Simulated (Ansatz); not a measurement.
C2H4FNO (`N/C(F)=C\O`). Total charge 0; spin multiplicity 1.

Z-matrix (Å, degrees):
```
N
C 1 1.390
H 1 1.013 2 113.1
H 1 1.013 2 113.1 3 -124.4
F 2 1.357 1 117.3 3 62.2
C 2 1.327 1 122.8 3 -117.8
O 6 1.350 2 123.2 1 -0.0
H 6 1.081 2 122.3 1 180.0
H 7 0.968 6 106.2 2 0.0
```

(1) Give the diagnostics of a CCSD(T)/def2-TZVPP run (frozen core, the Gaussian-basis code of Ansatz). (An estimate is asked.)

## Answers

(1) Computed: T1 = 0.0123, largest single amplitude 0.022, largest double 0.054, (T) share of the correlation energy 3.8 %, 9 CCSD cycles. The RHF solution is stable towards an unrestricted one. T1 lies under the customary mark of 0.02 for closed shells.
